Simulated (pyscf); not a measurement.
H₂S + SiH₄ -> H₃Si–SH + H₂ (four-centre exchange; singlet surface; H–S, H–Si broken, S–Si, H–H formed). Structures and frequencies: ωB97X-D3(BJ)/def2-SVP in PySCF. Rate constants from transition-state theory, ωB97M-D3(BJ)/def2-TZVP energies (ideal gas, 1 atm, RRHO with modes under 100 cm⁻¹ raised to 100, one conformer, R ln 2 for chiral ones without a mode under 150 cm⁻¹; no tunnelling), k in cm³ molecule⁻¹ s⁻¹.

| T (K) | 1000/T | log10 k |
|---|---|---|
| 298 | 3.354 | -48.76 |
| 600 | 1.667 | -30.07 |
| 900 | 1.111 | ? |
| 1200 | 0.833 | -20.40 |

Task: Fit an Arrhenius line to the three values, give the activation energy, and predict k at 900 K.

Result: Least squares gives log10 k = -11.17 − 11.23 × 1000/T, so Ea = 11.23 × ln 10 × 1.987 = 51.4 kcal/mol, against an electronic barrier of 49.9. At 900 K the line gives -23.65; the computed value is -23.70 (ΔG‡ = 74.4 kcal/mol), close to the line. One saddle was located; it need not be the lowest between these sides.
